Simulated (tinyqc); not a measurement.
Worked calculation: RKS/LDA (VWN5) in the sto-3g basis, for H2F+, spin multiplicity 1. One step of it, computed by the program tinyqc.

Task: Iteration 10 (converged): orbitals. Diagonalise F' = X^T F X, C = X C', fill 5 alpha and 5 beta electrons from the bottom; D = 2 C_occ C_occ^T. Each column has its largest component positive (the first on a tie).

converged F (hartree), lower triangle:
```
             1F 1s      1F 2s     1F 2px     1F 2py     1F 2pz      2H 1s      3H 1s
1F 1s   -24.347436
1F 2s    -6.305898  -2.955448
1F 2px    0.000000   0.000000  -0.609733
1F 2py    0.000000   0.000000   0.000000  -0.702451
1F 2pz   -0.014391  -0.100480   0.000000   0.000000  -0.656114
2H 1s    -0.636875  -0.615562   0.000000  -0.276095  -0.194620  -0.638699
3H 1s    -0.636875  -0.615562   0.000000   0.276095  -0.194620  -0.154901  -0.638699
```

X, lower triangle:
```
            1F 1s      1F 2s    1F 2px     1F 2py     1F 2pz      2H 1s     3H 1s
1F 1s    1.023085
1F 2s   -0.130410   1.082966
1F 2px   0.000000   0.000000  1.000000
1F 2py   0.000000   0.000000  0.000000   1.035268
1F 2pz  -0.003212   0.028004  0.000000   0.000000   1.012899
2H 1s    0.013690  -0.143531  0.000000  -0.115398  -0.066389   1.056616
3H 1s    0.013690  -0.143531  0.000000   0.115398  -0.066389  -0.040747  1.056616
```

Give: F' = X^T F X; orbital energies; coefficients C; D after iteration 10.

Result:

F' = X^T F X (hartree), lower triangle:
```
          1        2        3        4        5        6        7
1  -23.8837
2   -3.2770  -1.8001
3    0.0000   0.0000  -0.6097
4    0.0000   0.0000   0.0000  -0.6338
5   -0.0206  -0.0578   0.0000   0.0000  -0.6308
6   -0.0474  -0.2092   0.0000  -0.1758  -0.1081  -0.4976
7   -0.0474  -0.2092   0.0000   0.1758  -0.1081  -0.0362  -0.4976
```

orbital energies (hartree): MO1 -24.3602, MO2 -1.4274, MO3 -0.8108, MO4 -0.6857, MO5 -0.6097, MO6 -0.3750, MO7 -0.2845

coefficients C:
```
            MO1      MO2      MO3      MO4     MO5      MO6      MO7
1F 1s    0.9938  -0.2553   0.0000   0.0725  0.0000   0.0780   0.0000
1F 2s    0.0258   0.9632   0.0000  -0.3358  0.0000  -0.4365   0.0000
1F 2px   0.0000   0.0000   0.0000   0.0000  1.0000   0.0000   0.0000
1F 2py   0.0000   0.0000   0.7488   0.0000  0.0000   0.0000   0.7333
1F 2pz   0.0017   0.1233   0.0000   0.8435  0.0000  -0.5557   0.0000
2H 1s   -0.0039   0.0854   0.3559   0.2703  0.0000   0.6788  -0.6991
3H 1s   -0.0039   0.0854  -0.3559   0.2703  0.0000   0.6788   0.6991
```

D after iteration 10, lower triangle:
```
          1F 1s    1F 2s  1F 2px   1F 2py  1F 2pz    2H 1s   3H 1s
1F 1s    2.1160
1F 2s   -0.4893   2.0825
1F 2px   0.0000   0.0000  2.0000
1F 2py   0.0000   0.0000  0.0000   1.1214
1F 2pz   0.0626  -0.3289  0.0000   0.0000  1.4534
2H 1s   -0.0122  -0.0171  0.0000   0.5331  0.4770   0.4141
3H 1s   -0.0122  -0.0171  0.0000  -0.5331  0.4770  -0.0927  0.4141
```
